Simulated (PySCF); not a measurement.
Geometry:
```json
{"atom": "C1", "x (Å)": "1.347", "y (Å)": "-0.971", "z (Å)": "-0.034"}
{"atom": "C2", "x (Å)": "0.529", "y (Å)": "0.046", "z (Å)": "-0.832"}
{"atom": "C3", "x (Å)": "-0.443", "y (Å)": "0.777", "z (Å)": "0.053"}
{"atom": "N4", "x (Å)": "-0.393", "y (Å)": "1.986", "z (Å)": "0.396"}
{"atom": "C5", "x (Å)": "-1.584", "y (Å)": "-0.028", "z (Å)": "0.625"}
{"atom": "F6", "x (Å)": "-1.836", "y (Å)": "-1.166", "z (Å)": "-0.095"}
{"atom": "H7", "x (Å)": "0.703", "y (Å)": "-1.746", "z (Å)": "0.373"}
{"atom": "H8", "x (Å)": "1.871", "y (Å)": "-0.483", "z (Å)": "0.785"}
{"atom": "H9", "x (Å)": "2.081", "y (Å)": "-1.443", "z (Å)": "-0.682"}
{"atom": "H10", "x (Å)": "1.198", "y (Å)": "0.770", "z (Å)": "-1.305"}
{"atom": "H11", "x (Å)": "-0.028", "y (Å)": "-0.477", "z (Å)": "-1.613"}
{"atom": "H12", "x (Å)": "0.397", "y (Å)": "2.506", "z (Å)": "0.022"}
{"atom": "H13", "x (Å)": "-2.499", "y (Å)": "0.570", "z (Å)": "0.637"}
{"atom": "H14", "x (Å)": "-1.344", "y (Å)": "-0.341", "z (Å)": "1.648"}
```

Geometry: GFN2-xTB; GIAO shifts from PySCF, gas phase, non-relativistic, averaged over equivalent atoms.

At HF/def2-SVP (124 basis functions, 3.3 s wall time on 1 thread of an Arm Neoverse V2, shared host):
```csv
atoms,δ (ppm)
C3,181.8
C5,77.1
C2,31.8
C1,12.6
N4,318.3
F6,-192.4
H12,10.00
H13/H14,4.95
H10/H11,2.17
H7/H8/H9,1.18
```

Referencing at the same level of theory: 13C (201.92 ppm) and 1H (32.33 ppm) vs TMS; NH3 for 15N (273.55 ppm); CFCl3 for 19F (275.76 ppm).

Estimate the result of repeating the calculation with PBE/6-311+G(2d,p).

Results:


```csv
atoms,"δ at PBE/6-311+G(2d,p)",change
C3,187.9,+6.1
C5,89.3,+12.2
C2,40.7,+8.9
C1,13.9,+1.3
N4,318.0,-0.3
F6,-276.6,-84.2
H12,9.93,-0.07
H13/H14,5.49,+0.54
H10/H11,2.60,+0.43
H7/H8/H9,1.26,+0.08
```

References, each an isolated molecule treated in the same way: TMS for 13C (σ = 185.11 ppm), 1H (σ = 31.91 ppm); 15N (σ = 262.87 ppm) against NH3; 19F (σ = 136.47 ppm) vs CFCl3.

The largest change is at F6 (fluorine bonded to C). Cost: 210 basis functions, 33 s wall time on 1 thread of an Arm Neoverse V2, shared host. The order of the carbon signals is the same at both levels.

Unscaled 19F shifts against computed CFCl3 carry errors that often reach 10 to 50 ppm. Experimental scales use liquid or dissolved standards, which lie at an offset from isolated NH3 (liquid NH3: subtract about 20 ppm). Unscaled 15N shifts of sp2 nitrogen often come out too high even then, by a few to some tens of ppm.
